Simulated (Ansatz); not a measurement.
The input, for Ansatz 0.2.0:

```yaml
crystal:
  periodic: [false, false, false]
  atoms:
    - {symbol: Si, position_ang: [0.000000, 0.000000, 1.481442]}
    - {symbol: C, position_ang: [0.000000, 0.000000, -0.201009]}
    - {symbol: H, position_ang: [0.000000, 0.000000, -1.280432]}
basis:
  gaussian: {orbitals: def2-SVP}
total_charge: 1
magnetization: {spin_polarized: true, initial_magnetization: 0}
hamiltonian: {xc: {name: PBE}}
correlation: {method: bccd, electrons: valence}
scf: {lower_state_search: off}
```

```sh
$ ansatz run in.yaml --threads 1 --pin off --events-out ev --progress --plain --max-ram 2393MiB
```

Q: Roughly how long does this take on 1 thread of Arm Neoverse V2, shared host, and how much host memory?

A: 0.96 s wall and 0.09 GiB.

```
these checks for a lower state are left out or cut short: stability, starts, cluster_reference, orbital_swaps, neighbouring_geometries, increment
365 factors; integrals over basis functions are off by at most 7.0e-4 eV
mean field evaluation 1: about -8862.2696 eV, gradient 7.7e1 eV
mean field evaluation 2: about -8862.2637 eV, gradient 7.7e1 eV
mean field evaluation 4: about -8888.7642 eV, gradient 3.8e1 eV
mean field evaluation 8: about -8907.3033 eV, gradient 2.4e0 eV
mean field evaluation 16: about -8907.3330 eV, gradient 1.1e-2 eV
mean field -8907.33303564 eV, -327.3384514525 hartree, gradient 2.2e-6 eV, S^2 0.000000; 0 other end points of the search recorded, 0 dependent functions left out
6 core orbitals not correlated: weight in the atoms' cores, before any rotation towards them, 1.000 or more for the frozen orbitals, at most 0.000 for the correlated occupied ones
reference -8891.90393494 eV, -326.7714424602 hartree; 4, 4 occupied and 27, 27 virtual orbitals, 365 factors
second order -4.37109647 eV of doubles, -0.20276011 eV of singles
cycle   1  -5.09429822 eV  change   -5.2e-1 eV  update   7.1e-2
cycle   2  -5.33607651 eV  change   -2.4e-1 eV  update   3.2e-2
cycle   3  -5.39968433 eV  change   -6.4e-2 eV  update   1.7e-2
cycle   4  -5.40846613 eV  change   -8.8e-3 eV  update   1.1e-2
cycle   5  -5.41605861 eV  change   -7.6e-3 eV  update   8.1e-3
cycle   6  -5.42322640 eV  change   -7.2e-3 eV  update   5.8e-3
cycle   7  -5.42835961 eV  change   -5.1e-3 eV  update   3.1e-3
cycle   8  -5.42959795 eV  change   -1.2e-3 eV  update   1.2e-3
cycle   9  -5.42981701 eV  change   -2.2e-4 eV  update   5.4e-4
cycle  10  -5.42989484 eV  change   -7.8e-5 eV  update   2.4e-4
cycle  11  -5.42992792 eV  change   -3.3e-5 eV  update   9.8e-5
cycle  12  -5.42990001 eV  change    2.8e-5 eV  update   2.9e-5
cycle  13  -5.42988294 eV  change    1.7e-5 eV  update   1.1e-5
cycle  14  -5.42987411 eV  change    8.8e-6 eV  update   3.6e-6
cycle  15  -5.42987369 eV  change    4.3e-7 eV  update   1.3e-6
Total energy: -8897.33380863 eV, -326.9709866376 hartree
Checks for a lower state left out: stability, starts, cluster_reference, orbital_swaps, neighbouring_geometries, increment
```
